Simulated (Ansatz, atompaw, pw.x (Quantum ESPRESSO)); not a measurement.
# germanium: one change to the PAW (atompaw) potential, in the atom and in the diamond crystal

germanium, PAW, made with atompaw 4.2.0.5 (PBE, scalar-relativistic). Core [Ar] 3d10, reference 4s1.5 4p2.5. Waves: 4s (bound): rc 1.85 bohr; 4s channel at 0.15 Ry: rc 2.70 bohr; 4p (bound): rc 2.70 bohr; 4p channel at 3.4 Ry: rc 2.50 bohr; 4d channel at 0.15 Ry: rc 2.70 bohr. Local part: bessel scheme, radius 1.85 bohr. Core correction: smooth core density matched at 2.35 bohr. Augmentation charge: sinc compensation charge, radius 2.05 bohr; PAW radius 2.70 bohr; waves and projectors: custom rrkj gramschmidtortho.

Change: local potential bessel scheme, radius 1.12 bohr.

Cutoffs, loose and tight: the cutoffs (Ry, on a coarse ladder) from which the occupation-weighted sum of valence levels, in a spherical-Bessel basis at the reference potential, stays within 10 and 1 mRy of its value at 400 Ry. They see the waves, projectors and local potential, not the compensation charge or the core.

Crystal test: diamond Ge in pw.x 7.5, no spin, 8³ k-points, Fermi–Dirac smearing 0.01 Ry, cutoffs set for each file from its atomic test. The reference is all-electron LAPW (Ansatz 0.2.0) with the same functional, mesh and smearing; V0 and B0 come from Birch–Murnaghan fits to the pressures at five volumes. Errors are pseudo minus all-electron; Δ is the rms difference of the E(V) curves that follow from these fits, minima aligned, over ±6 % about the mean V0. Mesh and smearing are coarse, so the numbers serve the comparison and aren't converged zero-temperature values; the lattice is a test structure that the element need not adopt.

All-electron: a0 = 5.765 Å (V0 = 23.95 Å³/atom), B0 = 57.6 GPa.

Problem. Does the change bring the crystal closer to the all-electron result?

Solution. The mean pressure error goes from +0.39 to -0.02 GPa, so the change moves the solid closer to the all-electron pressures. The B0 error goes the other way, from +2.1 to +3.5 %.

| quantity | base | changed |
| --- | --- | --- |
| outcome (atom) | generated | generated |
| cutoff, loose (atom) | 8 Ry | 8 Ry |
| cutoff, tight (atom) | 12 Ry | 12 Ry |
| bound ghosts (atom) | none | none |
| cutoffs in pw.x (Ry) | 40/400 | 40/400 |
| a0 (Å) | 5.777 | 5.764 |
| a0 error (%) | +0.21 | -0.02 |
| B0 error (%) | +2.1 | +3.5 |
| Δ (meV/atom) | 2.0 | 0.3 |
| mean pressure error (GPa) | +0.39 | -0.02 |

Base: The largest radius (2.70 bohr) exceeds half the bond length (2.36 bohr), so the spheres overlap, which is one possible source of error among others. Changed file: The largest radius (2.70 bohr) exceeds half the bond length (2.36 bohr), so the spheres overlap, which is one possible source of error among others. The atomic cutoffs weigh occupied waves only.
